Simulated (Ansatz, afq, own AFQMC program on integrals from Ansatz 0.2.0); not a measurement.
# CH2, singlet: AFQMC among the cluster methods

```xyz
3

C     0.0000   -0.1445    0.0532
H     0.0000    1.1627   -1.5493
H     0.0000    0.5587    0.9153
```

Basis cc-pVDZ. Noble-gas cores (and the filled d shells of Ga–Kr and In–Xe) are frozen. Ansatz 0.2.0 and our own AFQMC program on the same integrals; the CISD trial comes from CCSD amplitudes, and released means the phaseless constraint is let go. Error bars are statistical, one sigma.

Determinant: RHF, the one that the program's search chose, which needn't be the lowest solution. The geometry is a point of a scan.

Full CI on the same integrals is exact in this basis and with this determinant's frozen core.

Cautions: restricted determinant unstable towards unrestricted (UHF 1.30 eV lower, ⟨S²⟩ 1.20); strong correlation (T1 0.035, weight of the determinant 0.83, largest double 0.32); the released energies are still falling, so no released level is given (meV from the phaseless value at times in 1/Eh: -7 ± 5 at 0.24, -15 ± 5 at 0.51, -14 ± 4 at 0.99, -22 ± 3 at 1.62, -31 ± 3 at 2.40).

The T1 diagnostic is 0.0348. The weight of the determinant in the CISD state is 0.829 and the size of the correlated space is 6 electrons in 23 orbitals.

| level | correlation energy (eV) |
| --- | --- |
| MP2 | -3.4256 |
| CCSD | -4.6648 |
| CCSD(T) | -4.8552 |

Q: Estimate where phaseless AFQMC with the Hartree–Fock trial lies against CCSD(T) on the same integrals.

A: 19.6 ± 3.3 kJ/mol above CCSD(T).

Reference: full CI, correlation energy -4.887 eV.

```csv
level,E − E(reference) (kJ/mol),share of correlation (%)
CCSD(T),3.1,99.35
CCSDT,0.8,99.84
CCSDT(Q),0.1,99.98
CCSDTQ,0.0,99.99
ph-AFQMC/HF,22.7 ± 3.3,95.19
ph-AFQMC/CISD,3.8 ± 0.6,99.20
```

CCSDT and higher add their correlation energy to the determinant of the CCSD(T) run, since their own runs factorise the integrals more tightly (a shift of under 2 meV). A walk keeps the symmetry of its determinant, which the program's search chose and which needn't be the lowest solution, so a lower state of the same spin and another symmetry isn't excluded.
